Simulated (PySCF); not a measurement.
# C2F2O: the cost of one run

Computed with PySCF 2.14.0, with density-fitted response routines of our own, on a single molecule, in the gas phase or a continuum. Atoms are numbered from 0 throughout.

## (1) Starting geometry

5 atoms, charge 0, multiplicity 1; geometry from: GFN2-xTB. The atoms were then displaced at random by about 0.01 Å, so the start is not that level's minimum.

Bonds of the start (Å): O0–C1 1.19, C1–C2 1.32, C2–F3 1.31, C2–F4 1.33.

## (2) Geometry optimisation at PBE0-D3(BJ)/def2-SVP

What the job is given:

```
{"job": {"xc": "PBE0", "basis": "def2-SVP", "d3": "d3bj", "grid": 1, "shake": 0.01, "kind": "geom"}, "charge": 0, "multiplicity": 1}
O      1.978450    -0.014170    -0.461660
C      0.820030     0.000220    -0.208250
C     -0.463200    -0.004230     0.101870
F     -1.134340     1.111110     0.287970
F     -1.167370    -1.126900     0.242180
```

On the command line:

```console
$ OMP_NUM_THREADS=1 python probes_run.py task.json out
```

This one command runs all jobs of the session in turn.

Q: Estimate the wall time and peak memory of this first job on 1 thread of Arm Neoverse N1, shared host.

About 22 s, with a peak of 0.3 GiB.
